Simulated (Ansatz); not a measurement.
The cluster LiSi2 was relaxed with PBE-D4 (def2-TZVP) in Ansatz in these states: neutral doublet, neutral quartet. The geometries follow in no particular order.

A:

Cartesian coordinates in Å:
```
Li 1.0678 0.2945 -1.0841
Si -0.4737 -1.1814 0.3204
Si -0.5940 0.8869 0.7637
```

B:

```xyz
3

Li   -1.3138   -0.7221   -0.2054
Si    0.9410   -0.3914    0.9310
Si    0.3729    1.1135   -0.7255
```

Question: Judge from the bond lengths which geometry belongs to which state (an estimate).

Answer: A is the neutral doublet (Si2–Si3 2.119 Å, Li1–Si3 2.555 Å, Li1–Si2 2.555 Å); B is the neutral quartet (Si2–Si3 2.309 Å, Li1–Si3 2.547 Å, Li1–Si2 2.547 Å).

At PBE0-D4/def2-TZVP a doublet lies 1.37 eV below the neutral quartet. These are the stationary points nearest to one start from a short search; other shapes may lie lower in each state.
